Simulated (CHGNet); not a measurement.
**1T (CdI2-type) PtSe2**

The numbers are results of the machine-learned potential CHGNet 0.3.0 (trained on PBE and PBE+U data), not measurements.

Cell: relaxed at this level.

For 1T (CdI2-type) PtSe2, the lattice parameter a is 3.766 Å and the c axis length is 5.824 Å.

Measured, for comparison: lattice constant a 3.727 Å (temperature not stated, no zero-point or thermal correction; as tabulated in Björkman (2014), arXiv:1406.2436); lattice parameter c 5.074 Å (temperature not stated, zero-point anharmonic expansion removed (computed with revB86b-DF2); no thermal correction; as tabulated in Björkman (2014), arXiv:1406.2436). Computed (rounded) less measured: lattice constant a +1.0 %, lattice parameter c +14.8 %.

A machine-learned potential is trained on density-functional data: it inherits that level's misses and adds fitting errors of its own.

Note: elastic tensor is asymmetric by over 3 %: noisy; elastic tensor is not positive definite: mechanically unstable at this level; the model's c/a of 1.55 is far from the 1.36 of the starting cell; this model's volume lies 17 % above that of the starting cell (a measured, published or database cell).
